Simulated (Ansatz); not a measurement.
Mulliken charges of CH3NaS, SMILES `C[S][Na]` from PBE/def2-TZVPP in Ansatz (PBE0-D4/def2-TZVP geometry).

```json
{"atom": "C1", "x (Å)": "-0.413", "y (Å)": "0.332", "z (Å)": "-0.392", "charge (e)": "-0.265"}
{"atom": "S2", "x (Å)": "-0.169", "y (Å)": "-1.222", "z (Å)": "0.527", "charge (e)": "-0.543"}
{"atom": "Na3", "x (Å)": "2.035", "y (Å)": "-1.083", "z (Å)": "1.652", "charge (e)": "0.506"}
{"atom": "H4", "x (Å)": "-1.386", "y (Å)": "0.293", "z (Å)": "-0.887", "charge (e)": "0.109"}
{"atom": "H5", "x (Å)": "0.345", "y (Å)": "0.477", "z (Å)": "-1.165", "charge (e)": "0.097"}
{"atom": "H6", "x (Å)": "-0.412", "y (Å)": "1.204", "z (Å)": "0.265", "charge (e)": "0.096"}
```

By hand: the dipole of these point charges (1 e Å = 4.8032 D).

Σ q r = (1.074, 0.221, 0.469) e Å, of length 1.193 e Å = 5.73 D.

How does the dipole of the full density compare? (Best estimate.)

Ansatz gave: (1.333, 0.203, 0.620) e Å, 7.13 D; the point charges give 0.80 times that, at 3° from its direction.

Point charges leave out the atoms' own dipoles, such as those of lone pairs, and Mulliken's split depends on the basis, so the two needn't agree.
